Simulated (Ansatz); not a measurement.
Mulliken charges of `CO[SiH2]` radical from PBE/def2-TZVPP in Ansatz (PBE0-D4/def2-TZVP geometry).

```tsv
atom	x (Å)	y (Å)	z (Å)	charge (e)
C1	-0.272	1.081	0.341	-0.136
O2	-0.196	0.114	-0.682	-0.276
Si3	-0.003	-1.496	-0.408	0.212
H4	-0.113	2.063	-0.107	0.108
H5	0.494	0.919	1.109	0.095
H6	-1.256	1.070	0.819	0.102
H7	0.351	-2.095	-1.724	-0.043
H8	1.088	-1.714	0.596	-0.062
```

Problem. By hand: the dipole of these point charges (1 e Å = 4.8032 D).

Solution. Σ q r = (-0.085, 0.120, 0.270) e Å, of length 0.307 e Å = 1.47 D.

Problem. How does the dipole of the full density compare? (Estimate.)

Solution. Computed: (-0.002, 0.160, 0.197) e Å, 1.22 D; the point charges give 1.20 times that, at 22° from its direction.

Point charges leave out the atoms' own dipoles, such as those of lone pairs, and Mulliken's split depends on the basis, so the two needn't agree.
